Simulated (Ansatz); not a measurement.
We consider bcc K, described by r²SCAN (PAW; Ansatz, a program for electronic structure).

Settings: plane-wave cutoff 600 eV, 18×18×18 k mesh, Fermi–Dirac smearing 0.075 eV (set by the program), scalar-relativistic PAW data made under PBE.

Cell (relaxed at this level):

Space group Im-3m (No. 229); a = b = c = 5.3482 Å, α = β = γ = 90.00°

| atom | site | symmetry | x | y | z |
|---|---|---|---|---|---|
| K | 2a | m-3m | 0.0000 | 0.0000 | 0.0000 |
(The calculation used a cell of 1 atom; values per cell refer to that cell.)

Problem. What does this level give for the elastic constant C11, Poisson ratio, polycrystal shear modulus (Hill average), elastic constant C44 and elastic constant C12?

Solution. 
- elastic constant C11: 3.88 GPa
- Poisson ratio: 0.340
- polycrystal shear modulus (Hill average): 1.23 GPa
- elastic constant C44: 2.68 GPa
- elastic constant C12: 3.21 GPa

Elastic constants are with the ions relaxed.

Computed values are for the static lattice.
